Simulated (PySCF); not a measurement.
C₃H₄, SMILES C(=C)=C.

The structure is a stationary point at B3LYP-D3(BJ)/def2-TZVP.

All values below come from B3LYP-D3(BJ)/def2-TZVP in PySCF.

No scaling factor is applied to the harmonic values.

Modes within 1.5 cm⁻¹ of each other (mostly degenerate sets) share a row, with their intensities summed.

Problem. Estimate the vibrational spectrum. (Estimate from the structure and the level; the computed values follow.)

Solution. 
| mode | ν (cm⁻¹) | IR (km/mol) | Raman (Å⁴/amu) | depolarisation | moving atoms (share of kinetic energy) |
|---|---|---|---|---|---|
| 1–2 | 372 | 14.1 | 2.1 | 0.75 | C 65 %, H 35 % |
| 3–4 | 873 | 116.9 | 2.2 | 0.75 | H 75 %, C 25 % |
| 5 | 883 | 0.0 | 2.4 | 0.75 | H 100 % |
| 6–7 | 1020 | 1.0 | 0.2 | 0.75 | H 63 %, C 37 % |
| 8 | 1113 | 0.0 | 60.8 | 0.23 | C 64 %, H 36 % |
| 9 | 1429 | 3.7 | 0.0 | – | H 93 % |
| 10 | 1486 | 0.0 | 16.9 | 0.71 | H 69 %, C 31 % |
| 11 | 2047 | 85.9 | 2.6 | 0.75 | C 98 % |
| 12 | 3125 | 1.9 | 51.2 | 0.75 | H 95 % |
| 13 | 3129 | 0.0 | 331.1 | 0.07 | H 95 % |
| 14–15 | 3199 | 1.6 | 203.5 | 0.75 | H 90 %, C 10 % |
